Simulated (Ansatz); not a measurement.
Mulliken charges of C$_{2}$H$_{4}$OS, SMILES `COC=S` from ωB97M-V/def2-TZVPP in Ansatz (PBE0-D4/def2-TZVP geometry).

```tsv
atom	x (Å)	y (Å)	z (Å)	charge (e)
C1	0.126	1.058	-0.064	-0.217
O2	0.671	-0.195	0.339	-0.172
C3	-0.066	-1.264	0.088	0.048
S4	0.368	-2.768	0.463	-0.181
H5	0.857	1.813	0.216	0.140
H6	-0.029	1.082	-1.145	0.137
H7	-0.817	1.253	0.453	0.137
H8	-1.017	-1.036	-0.407	0.109
```

Task: By hand: the dipole of these point charges (1 e Å = 4.8032 D).

Result: Σ q r = (-0.319, 0.705, -0.233) e Å, of length 0.808 e Å = 3.88 D.

Task: How does the dipole of the full density compare? (Best estimate.)

Result: The calculation gave: (-0.296, 0.763, -0.228) e Å, 4.08 D; the point charges give 0.95 times that, at 3° from its direction.

Point charges leave out the atoms' own dipoles, such as those of lone pairs, and Mulliken's split depends on the basis, so the close match here is no proof of good charges.
